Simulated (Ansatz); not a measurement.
# CH4: the cost of one run

Program: Ansatz 0.2.0. Level of theory: the levels named in each step. These are calculated values, not measurements.

## 1. The structure to begin with

Bond lengths: C1–H2 1.082 Å, C1–H3 1.082 Å, C1–H4 1.082 Å, C1–H5 1.082 Å. Angles: H2–C1–H3 109.5°, H2–C1–H4 109.5°, H2–C1–H5 109.5°, H3–C1–H4 109.5°, H3–C1–H5 109.5°, H4–C1–H5 109.5°.

Structure file:

```xyz
5

C     0.0000    0.0000    0.0000
H    -0.7064   -0.2815   -0.7699
H     0.1124    1.0762    0.0111
H    -0.3635   -0.3345    0.9628
H     0.9578   -0.4606   -0.2037
```

## 2. A rough first relaxation, PBE-D4/def2-SVP

This run stands in another session on the same molecule. It ended at:

```xyz
5

C     0.0000    0.0000    0.0001
H    -0.7219   -0.2874   -0.7866
H     0.1147    1.0996    0.0112
H    -0.3715   -0.3418    0.9838
H     0.9787   -0.4706   -0.2081
```

## 3. Relaxation, PBE0-D4/def2-TZVPP

This run stands in another session on the same molecule. It ended at:

```xyz
5

C     0.0000    0.0000    0.0001
H    -0.7109   -0.2830   -0.7747
H     0.1130    1.0830    0.0110
H    -0.3658   -0.3366    0.9689
H     0.9639   -0.4635   -0.2050
```

## 4. Frequencies, PBE0-D4/def2-TZVPP

Contents of input.yaml:

```yaml
crystal:
  periodic: [false, false, false]
  atoms:
    - { symbol: C, position_ang: [3.707e-05, -4.663e-05, 5.615e-05] }
    - { symbol: H, position_ang: [-0.71091001, -0.28304153, -0.77471799] }
    - { symbol: H, position_ang: [0.11299267, 1.08296985, 0.01099455] }
    - { symbol: H, position_ang: [-0.36582019, -0.3366495, 0.96889546] }
    - { symbol: H, position_ang: [0.96389048, -0.46347219, -0.20495817] }
basis:
  gaussian: { orbitals: def2-TZVPP }
hamiltonian:
  xc: pbe0
  dispersion: d4
phonons: {}
```

On the command line:

```console
$ ansatz run input.yaml --threads 2 --pin off --max-ram 5120MiB --backend cpu --events-out ev --progress --plain --runs-dir out
```

Q: Estimate wall time and peak memory on 2 threads of AMD EPYC (Zen 3), shared host.

About 13 s, with a peak of 0.12 GiB.
